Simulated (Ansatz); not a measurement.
System: rhombohedral A7 As. Method: PBE-D3(BJ) (PAW; Ansatz, a program for electronic structure).

Numerical settings: plane-wave cutoff 520 eV, 18×18×18 k mesh, Fermi–Dirac smearing 0.05 eV, scalar-relativistic PAW data made under PBE.

Starting structure:

```
As
1.0
    1.88000     1.08542     3.51667
   -1.88000     1.08542     3.51667
    0.00000    -2.17084     3.51667
As
2
Cartesian
  0.00000   0.00000   2.39485
  0.00000   0.00000   8.15515
```

Question: Into what structure does the relaxation of cell and atoms lead at this level, with the symmetry of the start kept?

Answer: The volume shrinks by 2.9 %; final space group R-3m.
```
As
1.0
    1.89149     1.09205     3.37267
   -1.89149     1.09205     3.37267
    0.00000    -2.18410     3.37267
As
2
Direct
  0.23027   0.23027   0.23027
  0.76973   0.76973   0.76973
```
